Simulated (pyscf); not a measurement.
PySCF, gas phase, ωB97X-D3(BJ)/def2-SVP geometries.

Q: How much does it cost (ΔH, 298 K, ωB97M-D3(BJ)/def2-TZVP) to split `[CH3][CH]([CH3])[NH2]` at its H–N bond into H₃C–CH(CH₃)–NH• + H•?

A: H–N to H₃C–CH(CH₃)–NH• + H•: 98.9 kcal/mol. The 7 functionals that were run give +93.9 (r²SCAN) to +99.2 kcal/mol (M06-2X). Other isomers of H₃C–CH(CH₃)–NH• were not searched in full and may lie lower.
